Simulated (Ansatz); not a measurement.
# BF₂ radical (SMILES F[B]F): one structure at several levels

How do the functionals fare away from a minimum? The structure is a structure displaced at random from a GFN2-xTB minimum.

The runs use Ansatz 0.2.0, Gaussian basis; single points in def2-TZVPP.

Cores are frozen in the correlated methods. Orbitals are unrestricted.

### 1 The system as given

SMILES `F[B]F`, 3 atoms, charge 0, spin multiplicity 2.

Atoms are counted from 1 here; the program's logs count them from 0.

Bond lengths: F1–B2 1.295 Å, B2–F3 1.329 Å. Angles: F1–B2–F3 113.8°.

As a file:

```xyz
3
charge 0, multiplicity 2
F     0.48770   -1.02090    0.12970
B     0.32540    0.26150    0.20010
F    -0.79990    0.69150   -0.36070
```

### 2 CCSD(T)/def2-TZVPP

Contents of run/in.yaml:

```yaml
crystal:
  periodic: [false, false, false]
  atoms:
    - {symbol: F, position_ang: [0.487700, -1.020900, 0.129700]}
    - {symbol: B, position_ang: [0.325400, 0.261500, 0.200100]}
    - {symbol: F, position_ang: [-0.799900, 0.691500, -0.360700]}
basis:
  gaussian: {orbitals: def2-TZVPP}
magnetization: {spin_polarized: true, initial_magnetization: 1}
correlation: {method: ccsd_t}
scf: {omitted_lower_state_checks: [cluster_reference]}
output: {forces: true}
```

No record of the launch command was kept for these runs.

### 3 PBE0-D4/def2-TZVPP

Edit run/in.yaml of step 2 so:

```diff
@@ -9,4 +9,3 @@
 magnetization: {spin_polarized: true, initial_magnetization: 1}
-correlation: {method: ccsd_t}
-scf: {omitted_lower_state_checks: [cluster_reference]}
-output: {forces: true}
+hamiltonian: {xc: pbe0, dispersion: d4}
+output: {forces: true, orbitals: {seedname: orbitals}}
```

### 4 wB97M-V/def2-TZVPP

Edit run/in.yaml of step 3 so:

```diff
@@ -9,3 +9,3 @@
 magnetization: {spin_polarized: true, initial_magnetization: 1}
-hamiltonian: {xc: pbe0, dispersion: d4}
-output: {forces: true, orbitals: {seedname: orbitals}}
+hamiltonian: {xc: {name: wB97M-V}}
+output: {forces: true}
```

### 5 r2SCAN-D4/def2-TZVPP

Edit run/in.yaml of step 4 so:

```diff
@@ -9,3 +9,3 @@
 magnetization: {spin_polarized: true, initial_magnetization: 1}
-hamiltonian: {xc: {name: wB97M-V}}
+hamiltonian: {xc: r2scan, dispersion: d4}
 output: {forces: true}
```

### 6 PBE-D4/def2-TZVPP

Edit run/in.yaml of step 5 so:

```diff
@@ -9,3 +9,3 @@
 magnetization: {spin_polarized: true, initial_magnetization: 1}
-hamiltonian: {xc: r2scan, dispersion: d4}
+hamiltonian: {xc: pbe, dispersion: d4}
 output: {forces: true}
```

### 7 SPW92/def2-TZVPP

Edit run/in.yaml of step 6 so:

```diff
@@ -9,3 +9,3 @@
 magnetization: {spin_polarized: true, initial_magnetization: 1}
-hamiltonian: {xc: pbe, dispersion: d4}
+hamiltonian: {xc: lda}
 output: {forces: true}
```

### 8 CAM-B3LYP-D4/def2-TZVPP

Edit run/in.yaml of step 7 so:

```diff
@@ -9,3 +9,3 @@
 magnetization: {spin_polarized: true, initial_magnetization: 1}
-hamiltonian: {xc: lda}
+hamiltonian: {xc: {name: CAM-B3LYP}, dispersion: d4}
 output: {forces: true}
```

(Steps that only read results are left out.)

**Question.** What will these runs give? Wanted: energy less free atoms, CCSD(T)/def2-TZVPP; RMS force component; RMS force error; HOMO and LUMO, PBE0-D4; T1 diagnostic.

The runs gave:

| quantity | value |
| --- | --- |
| energy less free atoms, CCSD(T)/def2-TZVPP | -1195.4 kJ/mol |
| RMS force component | 0.677 to 0.718 eV/Å over the methods |
| RMS force error | PBE0-D4 0.144, wB97M-V 0.038, r2SCAN-D4 0.038, PBE-D4 0.243, SPW92 0.198, CAM-B3LYP-D4 0.157 eV/Å |
| HOMO and LUMO, PBE0-D4 | -7.66 and -2.52 eV |
| T1 diagnostic | 0.016 |

What this shows: Against CCSD(T) the functionals' energies less atoms differ by -274.7 to -37.9 kJ/mol, PBE-D4 by -98.1 kJ/mol. The reference is not at the basis limit: in triple zeta CCSD(T) underbinds, which counts against methods that bind more; the gaps are no ranking. For forces wB97M-V does best and PBE-D4 worst. Frozen-core CCSD(T) forces in triple zeta carry basis errors of their own, and this is one geometry, so small gaps rank nothing.
